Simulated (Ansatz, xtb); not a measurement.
## Relative energy of two conformers of C4H10O

We compare I, `CC[C@H](C)O`, a singlet, with II, `CC[C@H](C)O`, a singlet. Both are isolated molecules in the gas phase, relaxed with B3LYP-D3(BJ)/def2-SVP.

I (Å):

```xyz
15

C    -0.1470    1.2027   -1.7870
C     0.5798    0.7605   -0.5185
C     0.2393   -0.6567   -0.0416
C    -1.2178   -0.8277    0.3604
O     1.0131   -1.0006    1.0984
H     0.2052    2.1902   -2.1230
H     0.0206    0.4916   -2.6134
H    -1.2342    1.2776   -1.6293
H     0.3736    1.4585    0.3118
H     1.6715    0.8046   -0.6933
H     0.4556   -1.3602   -0.8757
H    -1.8931   -0.6736   -0.4939
H    -1.4795   -0.1084    1.1533
H    -1.3798   -1.8423    0.7535
H     1.9445   -0.8708    0.8780
```

II (Å):

```yaml
atoms:
  - { symbol: C, position_ang: [-0.1108, -1.9923, 0.6884] }
  - { symbol: C, position_ang: [0.9987, -1.0264, 1.0962] }
  - { symbol: C, position_ang: [1.2763, 0.0553, 0.0460] }
  - { symbol: C, position_ang: [2.4183, 0.9834, 0.4518] }
  - { symbol: O, position_ang: [0.1017, 0.7947, -0.2626] }
  - { symbol: H, position_ang: [0.1716, -2.5610, -0.2131] }
  - { symbol: H, position_ang: [-0.3331, -2.7164, 1.4875] }
  - { symbol: H, position_ang: [-1.0316, -1.4388, 0.4517] }
  - { symbol: H, position_ang: [1.9346, -1.5766, 1.2971] }
  - { symbol: H, position_ang: [0.7334, -0.5246, 2.0472] }
  - { symbol: H, position_ang: [1.5438, -0.4435, -0.9027] }
  - { symbol: H, position_ang: [2.1860, 1.4901, 1.4054] }
  - { symbol: H, position_ang: [2.5751, 1.7554, -0.3162] }
  - { symbol: H, position_ang: [3.3599, 0.4289, 0.5907] }
  - { symbol: H, position_ang: [-0.1646, 1.2657, 0.5397] }
```

Task: Which of the two would you expect CCSD(T)/def2-SVP + ΔMP2/def2-TZVPP electronic energies to favour?

Result: Too close to call at this level: CCSD(T)/def2-SVP + ΔMP2/def2-TZVPP gives E(II) − E(I) = −0.79 kJ/mol.

Level by level:

```csv
level,geometry,E(II) − E(I) (kJ/mol),departure from the last row (kJ/mol),"job, with rough time for the two"
B3LYP-D3(BJ)/def2-SVP,B3LYP-D3(BJ)/def2-SVP,−3.54,−2.74,"optimisation, 32 s"
HF/def2-SVP,B3LYP-D3(BJ)/def2-SVP,−3.01,−2.21,part of the CCSD(T) run
MP2/def2-SVP,B3LYP-D3(BJ)/def2-SVP,−2.82,−2.02,part of the CCSD(T) run
CCSD(T)/def2-SVP,B3LYP-D3(BJ)/def2-SVP,−3.12,−2.32,single point
CCSD(T)/def2-SVP + ΔMP2/def2-TZVPP,B3LYP-D3(BJ)/def2-SVP,−0.79,,"single point, 45 s"
```

The largest departure from CCSD(T)/def2-SVP + ΔMP2/def2-TZVPP is that of B3LYP-D3(BJ)/def2-SVP, 2.74 kJ/mol. Levels run at GFN2-xTB geometries aren't shown. The last row adds to CCSD(T) the change of the MP2 difference between the two basis sets, here +2.32 kJ/mol.

With harmonic frequencies from B3LYP-D3(BJ)/def2-SVP (ideal gas, rigid rotor, one conformer each, 298.15 K, 1 atm): the zero-point term adds +0.06 kJ/mol; ΔH is −0.84 and ΔG −0.41 kJ/mol.

The correlated steps freeze 5 core orbitals. Run with Ansatz 0.2.0; the last row on 2 threads of Arm Neoverse V2 on a shared host.
